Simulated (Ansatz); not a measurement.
`CC1=NCS1` + `C=NC(=N)O` → `C=N/C(O)=N\C` + `C1=NCS1` at 298.15 K and 1 bar (substitution at a C–C bond).

Isolated molecules relaxed with PBE0-D4/def2-TZVP in Ansatz; ΔE leaves out vibrations. CCSD(T)/CBS is the MP2 limit (def2-TZVPP, def2-QZVPP) plus CCSD(T) − MP2 in def2-TZVPP, frozen cores. Each species was taken in one conformer, which may not be the lowest.

| species | CCSD(T)/CBS energy (Eh) | H − E (kJ/mol) | S (J/(mol·K)) |
| --- | --- | --- | --- |
| `CC1=NCS1` | -569.60300 | 218.2 | 307.0 |
| `C=NC(=N)O` | -263.05120 | 194.9 | 301.3 |
| `C=N/C(O)=N\C` | -302.30073 | 271.4 | 335.1 |
| `C1=NCS1` | -530.32936 | 140.9 | 272.3 |

H − E and S are ideal-gas, rigid-rotor, harmonic terms from PBE0-D4/def2-TZVP, for one conformer and one mirror image of each species. 1 Eh = 2625.50 kJ/mol, R = 8.31446 J/(mol·K).

By hand: ΔE, ΔH, ΔS and ΔG.

ΔE = (-302.30073) + (-530.32936) − (-569.60300) − (-263.05120) = 0.02411 Eh = 63.3 kJ/mol. Δ(H − E) = 271.4 + 140.9 − 218.2 − 194.9 = -0.8, so ΔH = 62.5 kJ/mol. ΔS = 335.1 + 272.3 − 307.0 − 301.3 = -0.9 J/(mol·K). ΔG = 62.5 − 298.15 × (-0.9)/1000 = 62.8 kJ/mol.

By hand: the equilibrium constant, and the temperature at which ΔG would vanish if ΔH and ΔS stayed fixed.

log₁₀ K = −ΔG/(RT ln 10) = -11.0. ΔH and −TΔS have one sign here, so there is no such temperature. One of them is within its doubt of zero, so this could turn.

The number of gas molecules stays the same, so ΔS is small and ΔH decides. A doubt of 5 kJ/mol in ΔE shifts log₁₀ K by 0.9 here. Other conformers and mirror images would add mixing entropy, several J/(mol·K) or more a flexible species. Modes under 60 cm⁻¹, often nearly free rotors, make the harmonic entropy too high. These are equilibria of isolated gas molecules and say nothing of rates. Largest T1 diagnostic: 0.015 (customary marks: 0.02 for closed shells, 0.045 for open ones).
